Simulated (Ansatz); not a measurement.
**HN2 (charge +1): geometry optimisation from a Python script**

What geometry does HN2 (charge +1) take? Wanted for HN2 (charge +1): a geometry optimisation. SMILES: N#[NH+].

Computed with the Python package of Ansatz 0.2.0. Level of theory: r2SCAN+D3(BJ)/def2-TZVP.

### 1 The system

Bond lengths: N1–N2 1.087 Å, N2–H3 1.019 Å. Angles: N1–N2–H3 180.0°.

No structure file is read: the coordinates are typed or built in the script.

### 2 The code

The input, opt.py:

```python
# -*- coding: utf-8 -*-
"""Relax the HN2(+) molecule."""

import itertools

import ansatz
from ase.data import atomic_numbers, covalent_radii
import numpy as np

BASIS = "def2-TZVP"
XC = "r2SCAN"
DISPERSION = "d3bj"
NET_CHARGE = 1

geometry_ang = [
    ("N", (1.059, 0.106, 0.0)),
    ("N", (-0.0226, -0.0023, 0.0)),
    ("H", (-1.0364, -0.1037, 0.0)),
]
mol = ansatz.Crystal.molecule()
for symbol, xyz in geometry_ang:
    mol = mol.atom(symbol, xyz)

setup = mol.calculation().basis(gaussian=BASIS).functional(XC, dispersion=DISPERSION).charge(NET_CHARGE)
symbols = [site.symbol for site in mol.cartesian_sites]
start = np.array([site.position_ang for site in mol.cartesian_sites], dtype=float)
report = setup.relax(force_tolerance=0.02).run(threads=1, pin="off").report
end = np.array(report["positions_ang"])

print(f"E = {report['free_energy_ev']:.6f} eV = {report['free_energy_ev'] / 27.211386246:.7f} Ha")
print("converged:", report["converged"], " doubts:", report["published_state_doubts"] or "none")

# pairs closer than 1.2 times the sum of covalent radii, before or after
radius = [covalent_radii[atomic_numbers[s]] for s in symbols]
span = lambda where, i, j: np.linalg.norm(where[i] - where[j])
bonded = [(i, j) for i, j in itertools.combinations(range(len(symbols)), 2) if min(span(start, i, j), span(end, i, j)) < 1.2 * (radius[i] + radius[j])]
print("pair        before    after (A)")
for i, j in bonded:
    print(f"{symbols[i]}{i}-{symbols[j]}{j}".ljust(10), f"{span(start, i, j):8.4f} {span(end, i, j):8.4f}")
for first, second in list(itertools.combinations(bonded, 2)):
    shared = set(first) & set(second)
    if shared and symbols[(j := shared.pop())] != "H":
        i, k = sorted((set(first) | set(second)) - {j})
        u, v = end[i] - end[j], end[k] - end[j]
        angle = np.degrees(np.arccos(np.clip(u @ v / np.linalg.norm(u) / np.linalg.norm(v), -1, 1)))
        print(f"final angle {symbols[i]}{i}-{symbols[j]}{j}-{symbols[k]}{k}: {angle:.2f} deg")

charges = report["charge_distribution"]
print("dipole moment", round(4.803205 * float(np.linalg.norm(charges["dipole_moment_e_ang"])), 3), "D")
print("Mulliken:", [(s, round(q, 3)) for s, q in zip(symbols, charges["mulliken_charges_e"])])
with open("hn2_opt.xyz", "w") as handle:
    handle.write(f"{len(symbols)}\nrelaxed HN2(+)\n")
    handle.writelines(f"{s:2s} {x:11.6f} {y:11.6f} {z:11.6f}\n" for s, (x, y, z) in zip(symbols, end))
```

### 3 The calls as engine input

The package turns the script's settings into the engine's input:

```yaml
crystal:
  periodic: [false, false, false]
  atoms:
    - { symbol: "N", position_ang: [1.059, 0.106, 0.0] }
    - { symbol: "N", position_ang: [-0.0226, -0.0023, 0.0] }
    - { symbol: H, position_ang: [-1.0364, -0.1037, 0.0] }
basis:
  gaussian:
    orbitals: def2-TZVP
hamiltonian:
  xc: r2scan
  dispersion: d3bj
total_charge: 1.0
relax:
  f_tol: 0.02
```

### 4 Running it

On the command line:

```bash
> python opt.py
```

Q: Predict the main results. Wanted: total energy; moves of the relaxation; energy gained; last largest force component.

The runs gave:

```
                    quantity          value
                total energy  -2985.3246 eV
     moves of the relaxation              2
               energy gained       0.007 eV
last largest force component    0.0178 eV/Å
```

What this shows: After 2 moves the largest shift is 0.013 Å, of atom 3 (H). What to keep in mind:
- The end point is the stationary point reached from this start; no frequency run checks that it is a minimum, and the basis set is modest.
- An ion's dipole depends on the origin; the program takes it about the centre of nuclear charge.
- A dispersion term here runs with damping parameters fitted for another variant or functional. The dipole of an ion depends on the origin.
